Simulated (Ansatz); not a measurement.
Ansatz input

```yaml
crystal:
  lattice:
    - [3.6103180724, 0.0, 0.0]
    - [-1.8051590362, 3.1266271664, 0.0]
    - [0.0, 0.0, 5.8376020754]
  atoms:
    - { symbol: Ho, position: [0.3333333333, 0.6666666667, 0.25], spin: 3.54 }
    - { symbol: Ho, position: [0.6666666667, 0.3333333333, 0.75], spin: -3.54 }
hamiltonian:
  xc: pbe
  pseudopotentials:
    kind: paw
    azcp:
      Ho: "pseudopotentials/Ho.paw.azcp"
basis:
  ecutwfc: 420
  fft_grid_basis: typed
kpoints:
  mp_grid: { grid: [13, 13, 7], shift: [0, 0, 0] }
magnetization:
  spin_polarized: true
scf:
  occupations: { method: fermi_dirac, width: 0.05 }
output:
  stress: true
```

Terminal output

```
Engine: ansatz 0.2.0, x86_64-unknown-linux-gnu
Pseudopotentials: kind: paw
Pseudopotential: Ho, paw, valence charge 21, recommended cutoff 420 eV (normal) 
Functional definition: PBE
  parameter kappa = 0.804
  parameter beta = 0.06672455060314922
  exchange = pbe_x(kappa = kappa, mu = beta*pi^2/3)
  correlation = pbe_c(beta = beta)
Crystal: 2 atoms, lattice volume = 65.896 Å³
Basis set: ecut = 420 eV, 1291 PW (Γ)
Bands: 30, of which v1, the nominal top of the filled ones, is band 21 counted from 1 (20 counted from 0)
Symmetry: 12 space group operations
Space group: P-6m2 (ITA 187), of the structure as read, at distance tolerance 4.0e-5 Å
Magnetic group: BNS 194.267 (UNI 1497), of the structure as read, at distance tolerance 4.0e-5 Å
k-points: 84 of 1183 (time reversal used)
Non-local potential: Ho, projectors of the file, l = 0: 3, l = 1: 2, l = 2: 2, l = 3: 3
PAW form: soft (Blöchl's): semilocal exchange-correlation on the pseudo side does not see the compensation charge
PAW one-centre angular grid: Ho, 590 points (default); XC on 64 Gauss nodes
Initial density: superposition of atomic densities (chi_scale 0.1, normalization cell)
Starting moments: Σ|m| = 7.08 μB on 2 of 2 sites
Starting magnetic order: antiferromagnet; an inversion exchanges its spin sublattices: spin-degenerate at every k-point
Initial wavefunctions: pseudopotential atomic-orbital guess
Functional: x = pbe(κ = 0.804, μ = 0.2195149727645171), c = pbe(β = 0.06672455060314922)
SCF iter   1: F=—  HF=-22637.927144 eV  |F-HF|=—  |Δ(HF+E_count)|=         —  Δρ=1.42e-2 (↑1.42e-2 ↓1.42e-2)  dr2=3.28e-1  dr2_m=4.24e-2  M=-0.000 μB ∫|m|=7.176 μB  β_m=0.30  ethr=3.10e-3  ⟨swp⟩=5.1  Hψ=19952  notcnv=0
Mixer restart at iter 1: flushing history
spin=Collinear: Kerker preconditioning applied to the charge; magnetization (m = ρ↑ − ρ↓) channel mixes plain (no charge-response kernel on spin).
SCF iter   2: F=—  HF=-22637.368562 eV  |F-HF|=—  |Δ(HF+E_count)|=   5.59e-1  Δρ=8.40e-3 (↑8.40e-3 ↓8.40e-3)  dr2=1.07e-1  dr2_m=2.26e-2  M=0.000 μB ∫|m|=7.172 μB  β_m=0.51  ethr=7.80e-4  ⟨swp⟩=3.0  Hψ=10576  notcnv=0  defer=12
SCF iter   3: F=—  HF=-22637.437142 eV  |F-HF|=—  |Δ(HF+E_count)|=   6.86e-2  Δρ=6.53e-3 (↑6.53e-3 ↓6.53e-3)  dr2=8.80e-2  dr2_m=6.51e-3  M=0.000 μB ∫|m|=7.207 μB  β_m=0.49  ethr=2.55e-4  ⟨swp⟩=3.0  Hψ=9577  notcnv=0  defer=12
SCF iter   4: F=—  HF=-22637.223344 eV  |F-HF|=—  |Δ(HF+E_count)|=   2.14e-1  Δρ=1.20e-3 (↑1.20e-3 ↓1.20e-3)  dr2=4.08e-3  dr2_m=1.35e-5  M=0.000 μB ∫|m|=7.212 μB  β_m=0.74  ethr=2.09e-4  ⟨swp⟩=3.0  Hψ=10787  notcnv=0  defer=12
```

The calculation hadn't finished when its time ran out.

Open f shells have many self-consistent states, so the state found may not be the lowest.
